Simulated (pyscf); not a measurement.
Cl–Ga (SMILES [Cl][Ga]) [singlet] + H₂O (SMILES O) -> O=Ga–Cl (SMILES [O]=[Ga][Cl]) + H₂ (SMILES [H][H]), a concerted two-bond exchange (singlet surface; H–O, H–O broken, Ga–O, H–H formed). Single points on ωB97X-D3(BJ)/def2-SVP structures (PySCF, gas phase). Energies in kcal/mol from the separated reactants.

Small-basis levels: PySCF, no dispersion term, spherical d functions. AM1 to PM7: differences of heats of formation from MOPAC, which are fitted to 298 K values and so differ in kind from electronic energies by zero-point and thermal terms. Cost: rough CPU time at the saddle relative to B3LYP/6-31G*+LANL2DZ, from one job on a shared machine.

```tsv
level	barrier	reaction energy	cost
HF/3-21G	91.1	+46.9	0.1
HF/6-31G*+LANL2DZ	120.1	+60.6	0.1
PBE/6-31G*+LANL2DZ	___	+30.5	1
B3LYP/STO-3G	10.2	-95.4	1
B3LYP/6-31G*+LANL2DZ	75.5	+34.6	1
B3LYP/6-311+G**+LANL2DZ	81.8	+47.6	1
B3LYP/def2-SVP	80.2	+47.3	1
PM6	55.4	+22.4	under 0.02
PM7	___	+31.3	under 0.02
ωB97M-D3(BJ)/def2-TZVP	___	+50.3	–
```

What belongs in the gaps?


- PBE/6-31G*+LANL2DZ, barrier: 63.8
- PM7, barrier: 55.5
- ωB97M-D3(BJ)/def2-TZVP, barrier: 94.3

Against the last row the barrier runs from -84.1 (B3LYP/STO-3G) to +25.8 kcal/mol (HF/6-31G*+LANL2DZ). ωB97M-D3(BJ)/def2-TZVP has limits of its own. On the reactant side the descent ends in a bound adduct, 10.1 kcal/mol under the separated species and 104.5 kcal/mol under the saddle at ωB97X-D3(BJ)/def2-TZVP. The same reactants have a lower exit, to HO–GaH–Cl (barrier +46.1 kcal/mol at ωB97M-D3(BJ)/def2-TZVP, against +94.3 kcal/mol here). This is the saddle that the search found; another between the same sides may lie lower. One closed-shell reference is unstable to symmetry breaking; treat the single-reference values with care. In the def2 sets elements up to Kr have no core potential.
